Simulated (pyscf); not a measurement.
Single points on ωB97X-D3(BJ)/def2-SVP structures (PySCF, gas phase).

Task: Estimate by transition-state theory the rate constant of H₃C–Zn–CH₃ + CH₃• -> H₃C–CH₃ + [H₃C–Zn]• (doublet surface; C–Zn broken, C–C formed) at 900 K, with ωB97M-D3(BJ)/def2-TZVP energies (ideal gas, 1 atm, RRHO with modes under 100 cm⁻¹ raised to 100, one conformer, R ln 2 for rigid chiral ones; no tunnelling).

Result: The electronic barrier is 29.5 kcal/mol and the thermal terms add +29.6, so ΔG‡ = 59.1 kcal/mol. With k_BT/h = 1.88e+13 s⁻¹ and RT = 1.788 kcal/mol, and a volume of 1.23e-19 cm³ per molecule at 1 atm, k = 1.0e-20 cm³ molecule⁻¹ s⁻¹. Wigner's tunnelling factor for 1103i cm⁻¹ would be 1.13. A shift of 1 kcal/mol in the barrier changes k by a factor 1.7. One saddle was located; it need not be the lowest between these sides. The angle at the attacked C is 180°. Elements up to Kr have no core potential and no relativistic terms here.
